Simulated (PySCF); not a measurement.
**Li: ionisation energy**

Li [He] 2s1 (2S) → Li⁺ 1s2 (1S), as a difference of total energies. Calculation: PySCF 2.14, in aug-cc-pCVQZ (9s8p6d4f2g, 109 functions); no relativity, point nucleus. Correlated levels: valence and next inner shell: nothing frozen. The calculations carry no spin-orbit coupling.

```json
{"method": "UHF", "ionisation energy (eV)": "5.343", "error (eV)": "-0.049"}
{"method": "MP2 (valence and next inner shell)", "ionisation energy (eV)": "5.382", "error (eV)": "-0.010"}
{"method": "SCS-MP2 (valence and next inner shell)", "ionisation energy (eV)": "5.377", "error (eV)": "-0.015"}
{"method": "CCSD (valence and next inner shell)", "ionisation energy (eV)": "5.388", "error (eV)": "-0.004"}
{"method": "CCSD(T) (valence and next inner shell)", "ionisation energy (eV)": "5.389", "error (eV)": "-0.003"}
```

Reference: 5.392 eV (measured; NIST Atomic Spectra Database, ionization energies).

Errors of the correlated levels include the incompleteness of this basis.
